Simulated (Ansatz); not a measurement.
**CH₆FSi radical (built from SMILES CF.[SiH3]): search for a transition state**

Is there a first-order saddle for this hydrogen abstraction, which should form H1–Si4 and break H1–C2, and which two structures does it connect?

Computed with Ansatz 0.2.0, Gaussian basis. Level: PBE0-D4, def2-SVP first, then def2-TZVP.

153 further runs of the same task are left out: 1 that didn't finish, 152 set aside as unsound or not needed.

**1. Starting geometry**

The guess: 9 atoms, charge 0, spin multiplicity 2.

Atoms are counted from 1 here; the program's logs count them from 0.

Bond lengths: C2–F3 1.359 Å, C2–H5 1.085 Å, C2–H6 1.087 Å, Si4–H7 1.455 Å, Si4–H8 1.453 Å, Si4–H9 1.454 Å. Angles: F3–C2–H5 109.6°, F3–C2–H6 109.6°, H5–C2–H6 114.3°, H7–Si4–H8 113.6°, H7–Si4–H9 113.3°, H8–Si4–H9 113.9°.

Geometry (Å):

```xyz
9
charge 0, multiplicity 2
H    -0.1501   -0.0462    0.1851
C    -1.2857    0.1616    0.9646
F    -1.8840    1.2714    0.4583
Si    1.3352   -0.2245   -0.9450
H    -0.9775    0.3483    1.9878
H    -1.9444   -0.6944    0.8458
H     1.7515   -1.6036   -0.7395
H     0.8475    0.0410   -2.2874
H     2.3076    0.7466   -0.4696
```

Distances that are to change: H1–Si4 1.87 Å, H1–C2 1.39 Å.

**2. Relaxing the guess with the reacting distances held**

Input file hold/in.yaml:

```yaml
crystal:
  periodic: [false, false, false]
  atoms:
    - {symbol: H, position_ang: [-0.150100, -0.046200, 0.185100]}
    - {symbol: C, position_ang: [-1.285700, 0.161600, 0.964600]}
    - {symbol: F, position_ang: [-1.884000, 1.271400, 0.458300]}
    - {symbol: Si, position_ang: [1.335200, -0.224500, -0.945000]}
    - {symbol: H, position_ang: [-0.977500, 0.348300, 1.987800]}
    - {symbol: H, position_ang: [-1.944400, -0.694400, 0.845800]}
    - {symbol: H, position_ang: [1.751500, -1.603600, -0.739500]}
    - {symbol: H, position_ang: [0.847500, 0.041000, -2.287400]}
    - {symbol: H, position_ang: [2.307600, 0.746600, -0.469600]}
basis:
  gaussian: {orbitals: def2-SVP}
magnetization: {spin_polarized: true, initial_magnetization: 1}
hamiltonian: {xc: pbe0, dispersion: d4}
relax: {f_tol: 0.04, max_steps: 150, escape_saddle: false, constraints: [{distance: [0, 3]}, {distance: [0, 1]}]}
```

The run is started by

```sh
$ ansatz run in.yaml --threads 4 --pin off --events-out ev --progress --plain --max-ram 9574MiB
```

After this run come: Force constants to start from; Saddle search in the small basis; Saddle search in triple zeta; Vibrations at the point found; Relaxing after a step of 0.30 Å one way along the mode; Relaxing after a step of 0.30 Å the other way along the mode.

Before running it: what results should come out? Wanted: imaginary mode; barrier from the start side; barrier from the end side; energy of the step; pairs that change; zero-point energy at the saddle.

As calculated:

| quantity | value |
| --- | --- |
| imaginary mode | 1054i cm⁻¹ |
| barrier from the start side | 83.0 kJ/mol |
| barrier from the end side | 29.9 kJ/mol |
| energy of the step | +53.1 kJ/mol |
| pairs that change | H1–Si4 formed, H1–C2 broken |
| zero-point energy at the saddle | 1.511 eV |

In words: The point has a single imaginary mode (1054i cm⁻¹), as a transition state must. The two relaxations end on the structures that were planned. At PBE0-D4/def2-TZVP the electronic barrier is 83.0 kJ/mol, about 33 kT at 298 K, and the step runs 53.1 kJ/mol uphill. The barrier is thin enough for tunnelling; the leading (Wigner) term alone is a factor of 2.1 at 298 K. A step off the saddle overshot and began above it in energy, so the link to its end is likely but not proven. The ends are the nearest minima, not always the lowest complexes.
